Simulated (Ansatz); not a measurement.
Fluorite CeO₂, treated with r²SCAN (Ansatz, a first-principles code, PAW).

Settings: plane-wave cutoff 600 eV, 8×8×8 k mesh, no spin polarisation, scalar-relativistic PAW data made under PBE.

Computed at the level's own relaxed cell.

Elastic tensor (GPa, Voigt notation, ions relaxed):

```
  364.0   105.6   105.6     0.0     0.0     0.0
  105.6   364.0   105.6     0.0     0.0     0.0
  105.6   105.6   364.0     0.0     0.0     0.0
    0.0     0.0     0.0    55.3     0.0     0.0
    0.0     0.0     0.0     0.0    55.3     0.0
    0.0     0.0     0.0     0.0     0.0    55.3
```

Worked from these constants: the tetragonal shear constant is C′ = (C11 − C12)/2 = 129.2 GPa against C44 = 55.3 GPa, so the C44 shear is the softer. The Zener ratio C44/C′ is 0.43 (1 for an isotropic solid), and the Cauchy pressure C12 − C44 is 50.3 GPa. With C11 + 2C12 = 575.2 GPa all three Born conditions hold; they don't test modes at the zone boundary.

Measured, for comparison: elastic constant C11 403 GPa, elastic constant C12 105 GPa, elastic constant C44 60 GPa (temperature not stated, no zero-point or thermal correction; as tabulated in Atomistic and experimental study on thermal conductivity of bulk and porous …). Computed (rounded) less measured: elastic constant C11 -10 %, elastic constant C12 +1.0 %, elastic constant C44 -8 %.

The computed numbers hold no vibrational or temperature effects.
